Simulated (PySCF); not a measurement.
Series: H2E=Y. Gas-phase values, no solvent. Strings in code marks are SMILES.

Level of theory: r2SCAN-D4/def2-TZVP (PySCF 2.14.0). All candidates: neutral, multiplicity 1. 

```json
{
  "LUMO": "-2.26 eV",
  "dipole_moment": "2.25 D",
  "HOMO–LUMO gap": "4.25 eV"
}
```

Q: Identify which member has these values.
A) `C=S`
B) `C=[Se]`
C) `[O]=[GeH2]`
D) `C=O`

A: D, `C=O`. The others give `[O]=[GeH2]`: -3.09 eV, 3.74 D, 3.48 eV; `C=[Se]`: -3.63 eV, 1.61 D, 1.87 eV; `C=S`: -3.42 eV, 1.77 D, 2.26 eV
